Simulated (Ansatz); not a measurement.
A calculation with Ansatz (development build ahead of 0.2.0).

```yaml
crystal:
  periodic: [false, false, false]
  atoms:
    - { symbol: Si, position_ang: [0.01034, 0.04304, -1.06572] }
    - { symbol: Cl, position_ang: [0.02218, -0.04446, 1.04806] }
basis:
  gaussian: { orbitals: def2-SVP }
magnetization:
  spin_polarized: true
  initial_magnetization: 1
hamiltonian:
  xc: hf
correlation:
  method: ccsd_t
  frozen_orbitals: { Cl: 5, Si: 5 }
scf:
  omitted_lower_state_checks: [stability, starts, atomic_configurations, cluster_reference, orbital_swaps, given_window_search, neighbouring_geometries, increment]
```

The input is written out in the form of the current development build from the run's settings.

The run gave:

| Item | Value |
| --- | --- |
| Converged | yes |
| Reference energy | -748.17938 hartree |
| Correlation energy | -0.22254 hartree |
| Total energy | -748.40192 hartree |
